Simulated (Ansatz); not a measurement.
Basis-set extrapolation for `NC(N)=CO` (PBE0-D4/def2-TZVP geometry, frozen core, the Gaussian-basis code of Ansatz). Multiplicity 1, RHF reference.

```json
{"": "HF", "def2-TZVPP": "-263.067624", "def2-QZVPP": "-263.080362"}
{"": "MP2 correlation", "def2-TZVPP": "-0.986814", "def2-QZVPP": "-1.058233"}
{"": "CCSD(T) correlation", "def2-TZVPP": "-1.054308", "def2-QZVPP": "not run"}
```

Energies in hartree. Use E(X) = E(∞) + A·exp(−7.88·√X) for Hartree–Fock and E(X) = E(∞) + B·X^(−2.97) for correlation, with X = 3 and 4, and add CCSD(T) minus MP2 of the smaller set to the MP2 limit.

What is the CCSD(T) energy at the basis-set limit?

HF limit: -263.080362 + (-0.012738) × 0.13774 = -263.08212. MP2 limit: -1.058233 + (-0.071419) × 0.74074 = -1.11114. Higher-order term: -1.054308 − (-0.986814) = -0.06749. Total: -264.26075 hartree, 3.78 eV below CCSD(T)/def2-TZVPP.
